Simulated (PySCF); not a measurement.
Gas-phase reaction: SiF2(OH)2 + 2 SiH4 ⇌ 2 H3SiOH + SiH2F2

Method: PySCF energies plus ideal-gas RRHO corrections (1 bar). † marks an energy on the PBE0/def2-TZVP geometry and frequencies; other levels use their own. 6-31G* has spherical d functions here. All species are closed-shell singlets. B3LYP is the form with VWN-RPA correlation. No R ln 2 is added for the mirror-image form of SiF2(OH)2. SiF2(OH)2, H3SiOH: computed as isolated molecules; such fragments, hydroxides, amides, oligomers or adducts are transient or little studied in the gas. The harmonic model lacks anharmonicity and excited electronic states, which grow with temperature; levels with a mode under 35 cm⁻¹ are left out. Internal rotation in SiF2(OH)2, H3SiOH is treated as a harmonic vibration of one conformer, which makes the entropy rough.

ΔH° and ΔS° at 298 K: B3LYP/6-31G* 88 kJ, 40 J/K; B3LYP/def2-TZVP† 73 kJ, 43 J/K; HF/6-31G* 86 kJ, 39 J/K; HF/def2-TZVP† 77 kJ, 43 J/K.

Question: With the heat capacities included, give log10 K (1 bar) at 500, 1200, 1400, 1800, 2500 K from B3LYP/6-31G*, B3LYP/def2-TZVP†, HF/6-31G*, HF/def2-TZVP†.

Answer: 
| T (K) | B3LYP/6-31G* | B3LYP/def2-TZVP† | HF/6-31G* | HF/def2-TZVP† |
|---|---|---|---|---|
| 500 | -7.2 | -5.4 | -7.0 | -5.9 |
| 1200 | -2.0 | -1.1 | -2.0 | -1.3 |
| 1400 | -1.5 | -0.7 | -1.5 | -0.8 |
| 1800 | -0.8 | -0.1 | -0.8 | -0.2 |
| 2500 | -0.1 | 0.5 | -0.1 | 0.4 |
